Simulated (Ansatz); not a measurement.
# Bend profile

BH2 (SMILES [BH2]), doublet, at its PBE0-D4/def2-TZVP minimum:

B1  (0.265, -0.167, 0.130)
H2  (0.292, 1.015, 0.271)
H3  (-0.557, -0.848, -0.401)
(Å)

The angle H2–B1–H3 (129.5° at the minimum) is set to the values below, H2, with anything bonded beyond it, turning rigidly in the plane of the angle. Each method's energies count from its own value at the PBE0-D4 minimum structure. Computed with Ansatz 0.2.0 (basis: def2-TZVPP); correlated methods freeze the cores; orbitals are unrestricted. B3LYP uses VWN-RPA correlation.

CCSD(T) energies along the scan:
| angle (°) | CCSD(T) (kcal/mol) |
| --- | --- |
| 111.5 | 2.82 |
| 116.0 | 1.48 |
| 120.5 | 0.59 |
| 125.0 | 0.11 |
| 129.5 | 0.00 |
| 134.0 | 0.22 |
| 138.5 | 0.73 |
| 143.0 | 1.48 |
| 147.5 | 2.42 |
They count from the CCSD(T) energy at the PBE0-D4 minimum.

Minimum and curvature along this coordinate at CCSD(T): A fifth-order fit through the nearest points gives 128.6°, with a curvature of about 0.73 meV/deg².

Largest difference from the CCSD(T) curve over the scan: r2SCAN-D4 0.38; PBE0-D4 0.38; B3LYP-D4 0.36; HF 0.72 kcal/mol. Each curve counts from its own value at the minimum.

No T1 diagnostic of these runs exceeds 0.011. ⟨S²⟩ of the unrestricted Hartree–Fock references: 0.75 to 0.76 (a pure state has 0.75).

For scale, one of the runs: CCSD(T)/def2-TZVPP, 59 basis functions (an equivalent command: `ansatz run in.yaml --threads 2`). The run took about 0.55 s on 2 CPU threads (shared host).
